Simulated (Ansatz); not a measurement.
## Ca (model structure, started from the beta-W type, Pm-3n, No. 223, 8 atoms in the cell)

Level of theory: PBEsol (Ansatz, a first-principles code, plane waves, PAW).

Run with plane-wave cutoff 500 eV, 10×10×10 k mesh, Fermi–Dirac smearing 0.1 eV, scalar-relativistic PAW data made under PBE.

Cell (relaxed at this level):

```cif
data_Ca8
_chemical_formula_sum 'Ca8'
_space_group_name_H-M_alt 'P 1'
_space_group_IT_number 1
_cell_length_a 6.89098
_cell_length_b 6.89098
_cell_length_c 6.89098
_cell_angle_alpha 90.000
_cell_angle_beta 90.000
_cell_angle_gamma 90.000
loop_
_space_group_symop_operation_xyz
  'x, y, z'
loop_
_atom_site_label
_atom_site_type_symbol
_atom_site_fract_x
_atom_site_fract_y
_atom_site_fract_z
_atom_site_occupancy
Ca1 Ca 0.25000 0.00000 0.50000 1
Ca2 Ca 0.75000 0.00000 0.50000 1
Ca3 Ca 0.00000 0.50000 0.25000 1
Ca4 Ca 0.00000 0.50000 0.75000 1
Ca5 Ca 0.50000 0.25000 0.00000 1
Ca6 Ca 0.50000 0.75000 0.00000 1
Ca7 Ca 0.00000 0.00000 0.00000 1
Ca8 Ca 0.50000 0.50000 0.50000 1
```

- band gap = none

Note: the relaxation could raise the start's symmetry but not lower it, so the cell can be a saddle point.

A model structure was made by putting elements into a prototype or built by hand; it is no filed structure, need not be a known phase, and can be a saddle point held by its symmetry.
